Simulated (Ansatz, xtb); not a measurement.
# H3MgSSi+: which of two structures lies lower

Structure a is a singlet given by its coordinates and structure b is a singlet given by its coordinates. Both are isolated ions in the gas phase, relaxed with r2SCAN-D4/def2-SVP.

a (Å):

```yaml
atoms:
  - { symbol: Mg, position_ang: [0.8572, -3.2834, 0.2075] }
  - { symbol: S, position_ang: [-0.9719, -3.2442, -1.4799] }
  - { symbol: Si, position_ang: [-2.1590, -1.6473, -1.2208] }
  - { symbol: H, position_ang: [2.0526, -3.2429, 1.3673] }
  - { symbol: H, position_ang: [-1.9503, -0.6381, -0.1549] }
  - { symbol: H, position_ang: [-3.3019, -1.4653, -2.1393] }
```

Close contacts (Å): Mg1–S2 2.49, S2–Si3 2.01, Mg1–H4 1.67, Si3–H5 1.48, Si3–H6 1.48.

b (Å):

```json
{"atom": "Mg", "x (Å)": "-2.4182", "y (Å)": "-0.3103", "z (Å)": "0.4754"}
{"atom": "S", "x (Å)": "1.2421", "y (Å)": "0.1209", "z (Å)": "-0.9370"}
{"atom": "Si", "x (Å)": "0.2123", "y (Å)": "-0.7838", "z (Å)": "0.6847"}
{"atom": "H", "x (Å)": "0.2841", "y (Å)": "-2.2616", "z (Å)": "0.5443"}
{"atom": "H", "x (Å)": "1.3679", "y (Å)": "1.3269", "z (Å)": "-0.3322"}
{"atom": "H", "x (Å)": "0.5933", "y (Å)": "-0.2642", "z (Å)": "2.0263"}
```

Close contacts (Å): Mg1–Si3 2.68, S2–Si3 2.12, S2–H5 1.36, Si3–H4 1.49, Si3–H6 1.49.

Q: Estimate E(b) − E(a) at the level CCSD(T)/def2-TZVPP.

A: Too close to call at this level: CCSD(T)/def2-TZVPP gives E(b) − E(a) = +0.99 kcal/mol.

The same difference at several levels:

```csv
level,geometry,E(b) − E(a) (kcal/mol),departure from the last row (kcal/mol),"job, with rough time for the two"
GFN2-xTB,GFN2-xTB,+19.34,+18.35,"optimisation, 0.97 s"
HF/STO-3G,GFN2-xTB,−5.63,−6.62,"single point, 1.6 s"
r2SCAN-D4/def2-SVP//GFN2-xTB,GFN2-xTB,−1.26,−2.26,"single point, 9.3 s"
r2SCAN-D4/def2-SVP,r2SCAN-D4/def2-SVP,+1.38,+0.39,"optimisation, 90 s"
HF/def2-TZVPP,r2SCAN-D4/def2-SVP,+6.93,+5.94,part of the CCSD(T) run
MP2/def2-TZVPP,r2SCAN-D4/def2-SVP,+2.31,+1.32,part of the CCSD(T) run
CCSD(T)/def2-TZVPP,r2SCAN-D4/def2-SVP,+0.99,,"single point, 2.3 min"
```

The largest departure from CCSD(T)/def2-TZVPP is that of GFN2-xTB, 18.35 kcal/mol.

With harmonic frequencies from r2SCAN-D4/def2-SVP (ideal gas, rigid rotor, one conformer each, 298.15 K, 1 atm): the zero-point term adds +1.98 kcal/mol; ΔH is +2.64 and ΔG +3.26 kcal/mol.

The correlated steps freeze 11 core orbitals; the last core shell of Mg is correlated, in a basis made for valence electrons. Mirror images aren't counted in ΔG. Programs: Ansatz 0.2.0, xtb 6.7.1; the last row on 1 thread of Intel(R) Xeon(R) Processor @ 2.50GHz (Skylake/Cascade Lake) on a shared host.
